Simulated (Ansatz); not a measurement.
`F[S]` radical, 2 atoms. Charge 0, multiplicity 2. All runs use 2 threads of an AMD EPYC 7R13 on a shared host. Correlated methods freeze the cores. Open-shell runs search over several starts.

Question: How many basis functions does each run have, and how long does it take in Ansatz? UHF-CCSD(T)/cc-pV(Q+d)Z energy; UKS BLYP-D4/def2-TZVPP energy; UHF-CCSD(T)/cc-pV(T+d)Z energy; UHF-CCSD(T)/def2-TZVPP energy; UKS ωB97M-V/def2-QZVPP energy; UKS PBE0-D4/def2-QZVPP energy; UKS B3LYP-D4/def2-TZVPP energy and forces; UKS ωB97M-V/def2-SVP energy; UKS ωB97M-V/def2-TZVPP energy and forces; UKS PBE0-D4/def2-TZVP relaxation (5 steps); UKS PBE0-D4/def2-SVP energy; UHF-CCSD(T)/def2-SVP energy. (An estimate is asked.)

Answer: Ansatz gave: Other jobs shared the machine, so times are rough.

```json
{"level": "UKS PBE0-D4/def2-SVP", "job": "energy", "functions": "32", "wall time": "0.55 s", "peak host memory (GiB)": "0.11"}
{"level": "UHF-CCSD(T)/def2-SVP", "job": "energy", "functions": "32", "wall time": "0.66 s", "peak host memory (GiB)": "0.12"}
{"level": "UKS BLYP-D4/def2-TZVPP", "job": "energy", "functions": "73", "wall time": "0.86 s", "peak host memory (GiB)": "0.13"}
{"level": "UKS B3LYP-D4/def2-TZVPP", "job": "energy and forces", "functions": "73", "wall time": "0.86 s", "peak host memory (GiB)": "0.15"}
{"level": "UKS ωB97M-V/def2-SVP", "job": "energy", "functions": "32", "wall time": "1.3 s", "peak host memory (GiB)": "0.16"}
{"level": "UKS PBE0-D4/def2-QZVPP", "job": "energy", "functions": "127", "wall time": "1.6 s", "peak host memory (GiB)": "0.21"}
{"level": "UHF-CCSD(T)/cc-pV(T+d)Z", "job": "energy", "functions": "69", "wall time": "1.9 s", "peak host memory (GiB)": "0.23"}
{"level": "UKS ωB97M-V/def2-TZVPP", "job": "energy and forces", "functions": "73", "wall time": "2 s", "peak host memory (GiB)": "0.2"}
{"level": "UHF-CCSD(T)/def2-TZVPP", "job": "energy", "functions": "73", "wall time": "2.4 s", "peak host memory (GiB)": "0.26"}
{"level": "UKS ωB97M-V/def2-QZVPP", "job": "energy", "functions": "127", "wall time": "3.5 s", "peak host memory (GiB)": "0.28"}
{"level": "UKS PBE0-D4/def2-TZVP", "job": "relaxation (5 steps)", "functions": "68", "wall time": "7 s", "peak host memory (GiB)": "0.15"}
{"level": "UHF-CCSD(T)/cc-pV(Q+d)Z", "job": "energy", "functions": "119", "wall time": "8.5 s", "peak host memory (GiB)": "0.76"}
```

B3LYP here is the variant with VWN-RPA as its local correlation; programs differ in this.
